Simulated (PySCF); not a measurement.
Dissociation curve of NaCl, singlet.

Computed with: RKS-B3LYP/6-31G* = restricted B3LYP/6-31G*, spherical d (PySCF 2.14.0); RKS-B3LYP/6-311+G** = restricted B3LYP/6-311+G**, spherical d in PySCF 2.14.0; UKS-LDA (SVWN5)/6-31G* = unrestricted LDA (SVWN5)/6-31G*, spherical d in PySCF; UCCSD(T) = PySCF with CCSD(T) on UHF/aug-cc-pVDZ, 6 core orbitals frozen.

Energies relative to the lowest point of each curve near equilibrium, in kcal/mol; the last columns give the difference from UCCSD(T):

| R / Å | RKS-B3LYP/6-31G* | RKS-B3LYP/6-311+G** | UKS-LDA (SVWN5)/6-31G* | UCCSD(T) | RKS-B3LYP/6-31G* − UCCSD(T) | RKS-B3LYP/6-311+G** − UCCSD(T) | UKS-LDA (SVWN5)/6-31G* − UCCSD(T) |
|---|---|---|---|---|---|---|---|
| 1.88 | 37.5 | 38.7 | 32.9 | 41.9 | -4.5 | -3.2 | -9.0 |
| 2.02 | 15.5 | 16.2 | 12.9 | 18.1 | -2.7 | -2.0 | -5.3 |
| 2.14 | 5.7 | 6.0 | 4.3 | 7.2 | -1.5 | -1.2 | -2.9 |
| 2.22 | 2.2 | 2.4 | 1.4 | 3.1 | -0.9 | -0.7 | -1.7 |
| 2.30 | 0.5 | 0.5 | 0.1 | 0.9 | -0.4 | -0.4 | -0.7 |
| 2.36 | 0.0 | 0.0 | 0.0 | 0.1 | -0.1 | -0.1 | -0.1 |
| 2.45 | 0.4 | 0.3 | 0.8 | 0.0 | 0.4 | 0.3 | 0.8 |
| 2.50 | 1.0 | 0.8 | 1.6 | 0.4 | 0.6 | 0.5 | 1.2 |
| 2.61 | 3.2 | 2.9 | 4.1 | 2.0 | 1.2 | 0.8 | 2.1 |
| 2.73 | 6.4 | 5.9 | 7.6 | 4.6 | 1.7 | 1.2 | 2.9 |
| 2.93 | 12.7 | 11.8 | 14.2 | 10.1 | 2.6 | 1.7 | 4.1 |
| 3.16 | 20.4 | 19.0 | 22.2 | 17.1 | 3.3 | 1.9 | 5.2 |
| 3.51 | 31.5 | 29.3 | 33.5 | 27.5 | 4.0 | 1.8 | 6.0 |
| 3.89 | 41.9 | 39.0 | 43.9 | 37.7 | 4.2 | 1.3 | 6.2 |
| 4.22 | 49.4 | 46.0 | 51.1 | 45.4 | 4.0 | 0.6 | 5.8 |
| 4.71 | 58.0 | 54.3 | 58.8 | 54.8 | 3.2 | -0.5 | 4.0 |
| 5.16 | 63.7 | 60.0 | 63.4 | 61.8 | 2.0 | -1.8 | 1.6 |
| 5.77 | 69.4 | 65.6 | 67.4 | 69.3 | 0.1 | -3.7 | -1.9 |
| 6.39 | 73.3 | 69.5 | 70.0 | — | — | — | — |
| 7.10 | 76.4 | 72.8 | 71.9 | — | — | — | — |
| 8.26 | 79.6 | 76.2 | 73.8 | — | — | — | — |
| 9.37 | 81.6 | 78.4 | 74.9 | — | — | — | — |

RKS-B3LYP/6-31G* is furthest from UCCSD(T) at 1.88 (-4.5 kcal/mol, below); its mean absolute difference over the points is 2.1 kcal/mol.

RKS-B3LYP/6-311+G** is furthest from UCCSD(T) at 5.77 (-3.7 kcal/mol, below); its mean absolute difference over the points is 1.3 kcal/mol.

UKS-LDA (SVWN5)/6-31G* is furthest from UCCSD(T) at 1.88 (-9.0 kcal/mol, below); its mean absolute difference over the points is 3.4 kcal/mol.

Dashes: no converged value, or the column stops at the first point that the program doubted or that broke a chosen test of continuity, which isn't proof of a fault.

The restricted form behind RKS-B3LYP/6-31G*, RKS-B3LYP/6-311+G** keeps the bonding electrons paired and can't separate into open-shell fragments. The unrestricted determinant behind UKS-LDA (SVWN5)/6-31G* is spin-contaminated at 4.71 to 9.37 Å (<S²> up to 0.5, against 0.00 for a pure singlet). The unrestricted determinant behind UCCSD(T) is spin-contaminated at 6.39 to 9.37 Å (<S²> up to 1.0, against 0.00 for a pure singlet).
